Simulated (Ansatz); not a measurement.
C5H7F (`C=C=C(F)CC`). Charge 0, multiplicity 1. Geometry: relaxed with PBE0-D4/def2-TZVP. It is one conformer, not always the lowest.

```xyz
13

C    -1.521   -1.474   -1.778
C    -0.854   -0.517   -1.206
C    -0.201    0.429   -0.593
F     0.413    1.395   -1.316
C    -0.022    0.593    0.874
C     1.438    0.506    1.303
H    -2.582   -1.376   -1.996
H    -1.043   -2.406   -2.068
H    -0.436    1.567    1.160
H    -0.619   -0.171    1.376
H     2.041    1.260    0.795
H     1.531    0.669    2.379
H     1.855   -0.475    1.069
```

Question: What is the dipole moment at B3LYP/def2-TZVPP? (Estimate.)

Answer: Ansatz gave: 1.67 D, with components (-0.56, -1.03, 1.19) D in this frame, pointing from negative to positive charge.

Question: And with PBE, r2SCAN, ωB97M-V? (Best estimate.)

Answer: Ansatz gave: PBE 1.55 D, r2SCAN 1.63 D, ωB97M-V 1.67 D.

Question: Give the Mulliken charges with B3LYP, r2SCAN, ωB97M-V in def2-TZVPP. (Estimate.)

Answer: Computed: 
```json
{"atom": "C1", "B3LYP": "-0.20", "r2SCAN": "-0.16", "ωB97M-V": "-0.20"}
{"atom": "C2", "B3LYP": "0.00", "r2SCAN": "0.01", "ωB97M-V": "0.00"}
{"atom": "C3", "B3LYP": "0.12", "r2SCAN": "0.08", "ωB97M-V": "0.10"}
{"atom": "F4", "B3LYP": "-0.22", "r2SCAN": "-0.21", "ωB97M-V": "-0.20"}
{"atom": "C5", "B3LYP": "-0.09", "r2SCAN": "0.00", "ωB97M-V": "-0.14"}
{"atom": "C6", "B3LYP": "-0.25", "r2SCAN": "-0.14", "ωB97M-V": "-0.31"}
{"atom": "H7", "B3LYP": "0.12", "r2SCAN": "0.10", "ωB97M-V": "0.12"}
{"atom": "H8", "B3LYP": "0.12", "r2SCAN": "0.10", "ωB97M-V": "0.12"}
{"atom": "H9", "B3LYP": "0.07", "r2SCAN": "0.04", "ωB97M-V": "0.10"}
{"atom": "H10", "B3LYP": "0.07", "r2SCAN": "0.03", "ωB97M-V": "0.09"}
{"atom": "H11", "B3LYP": "0.10", "r2SCAN": "0.06", "ωB97M-V": "0.12"}
{"atom": "H12", "B3LYP": "0.08", "r2SCAN": "0.04", "ωB97M-V": "0.10"}
{"atom": "H13", "B3LYP": "0.08", "r2SCAN": "0.05", "ωB97M-V": "0.10"}
```

B3LYP here is the variant with VWN-RPA as its local correlation; programs differ in this.
